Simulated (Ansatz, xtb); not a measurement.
**Ranking isomers of C2O3**

3 gas-phase structures of C2O3, found in a search over its isomers (lower ones may exist). Each was relaxed with GFN2-xTB:

A. `O=C1O[C]O1`, a singlet
B. `O=C1OC1=O`, a singlet
C. the triplet with the links of `O=C1OC1=O`

**Question.** Which do you expect lowest at r2SCAN-D4/def2-SVP, and how would the others follow?

**Answer.** Calculated order at r2SCAN-D4/def2-SVP: B (0.0), A (29.3), C (73.8) kcal/mol.

Energies above the lowest of each column, in kcal/mol; the last columns are at B3LYP/6-31G* geometries (a dash: not run or not comparable):

| structure | GFN2-xTB | HF/STO-3G | r2SCAN-D4/def2-SVP | B3LYP/6-31G* |
| --- | --- | --- | --- | --- |
| B | 0.0 | 17.2 | 0.0 | 0.0 |
| A | 23.7 | 0.0 | 29.3 | 24.0 |
| C | – | 73.8 | 73.8 | 75.8 |

B3LYP/6-31G* puts B lowest; HF/STO-3G picks A. Some further structures that were screened fall inside this span and aren't listed. GFN2-xTB has no spin polarisation and isn't compared across spin states. Open shells are spin-unrestricted.

Programs: Ansatz 0.2.0, xtb 6.7.1 (Pople sets with spherical d functions).
